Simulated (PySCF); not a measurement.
# SMILES C=C1CCC1=C, C6H8

Molfile (atoms numbered from 1):
```
C6H8
     RDKit          3D

 14 14  0  0  0  0  0  0  0  0999 V2000
    1.4190   -0.9027   -1.1510 C   0  0  0  0  0  0  0  0  0  0  0  0
    0.6335   -0.0474   -0.4918 C   0  0  0  0  0  0  0  0  0  0  0  0
    0.5918    1.4660   -0.3612 C   0  0  0  0  0  0  0  0  0  0  0  0
   -0.6414    1.3133    0.5713 C   0  0  0  0  0  0  0  0  0  0  0  0
   -0.5396   -0.1928    0.3972 C   0  0  0  0  0  0  0  0  0  0  0  0
   -1.2351   -1.2324    0.8648 C   0  0  0  0  0  0  0  0  0  0  0  0
    1.2515   -1.9818   -1.0941 H   0  0  0  0  0  0  0  0  0  0  0  0
    2.2519   -0.5522   -1.7664 H   0  0  0  0  0  0  0  0  0  0  0  0
    1.4812    1.9096    0.1125 H   0  0  0  0  0  0  0  0  0  0  0  0
    0.3993    2.0018   -1.3036 H   0  0  0  0  0  0  0  0  0  0  0  0
   -0.4907    1.6662    1.6033 H   0  0  0  0  0  0  0  0  0  0  0  0
   -1.5730    1.7570    0.1872 H   0  0  0  0  0  0  0  0  0  0  0  0
   -2.0916   -1.0923    1.5298 H   0  0  0  0  0  0  0  0  0  0  0  0
   -0.9681   -2.2581    0.5958 H   0  0  0  0  0  0  0  0  0  0  0  0
  1  2  2  0
  2  3  1  0
  3  4  1  0
  4  5  1  0
  5  6  2  0
  5  2  1  0
  1  7  1  0
  1  8  1  0
  3  9  1  0
  3 10  1  0
  4 11  1  0
  4 12  1  0
  6 13  1  0
  6 14  1  0
M  END
```

Theory: PySCF 2.14.0, GIAO HF/pcSseg-1 magnetisability, rotational g tensor and spin-rotation constants, non-relativistic, gas phase. Geometry: PBE0-D3(BJ)/def2-SVP.

Problem. What are the magnetisability and the molar susceptibility?

Solution. Isotropic -895 × 10⁻³⁰ J/T², or -53.9 × 10⁻⁶ cm³/mol; principal values -980, -867, -838 × 10⁻³⁰ J/T², anisotropy 130 × 10⁻³⁰ J/T² (root of half the summed squared differences of the principal values). The susceptibility is in cgs units.

Problem. Split it along the inertial axes a, b, c into diamagnetic and paramagnetic parts about the centre of mass, with the quadrupole moment.

Solution. 
| axis | χ (10⁻⁶ cm³/mol) | diamagnetic (10⁻⁶ cm³/mol) | paramagnetic (10⁻⁶ cm³/mol) | summed x² of all electrons (Å²) | quadrupole Θ (D Å) |
| --- | --- | --- | --- | --- | --- |
| a | -50.4 | -340.1 | 289.7 | 80.0 | +2.25 |
| b | -52.2 | -388.6 | 336.4 | 68.5 | +2.90 |
| c | -59.0 | -630.1 | 571.1 | 11.6 | -5.15 |

Anisotropies 2χaa − χbb − χcc = +10.3 and 2χbb − χaa − χcc = +5.0 × 10⁻⁶ cm³/mol. Θ is traceless in Buckingham's convention.

Problem. And the rotational g tensor?

Solution. 
| axis | rotational constant (GHz) | g | nuclear part | electronic part |
| --- | --- | --- | --- | --- |
| a | 4.9572 | -0.0382 | 0.6364 | -0.6746 |
| b | 4.0945 | -0.0289 | 0.6182 | -0.6471 |
| c | 2.3081 | -0.0038 | 0.6155 | -0.6193 |

Asymmetric top; isotopes 12C, 1H; no vibrational averaging.
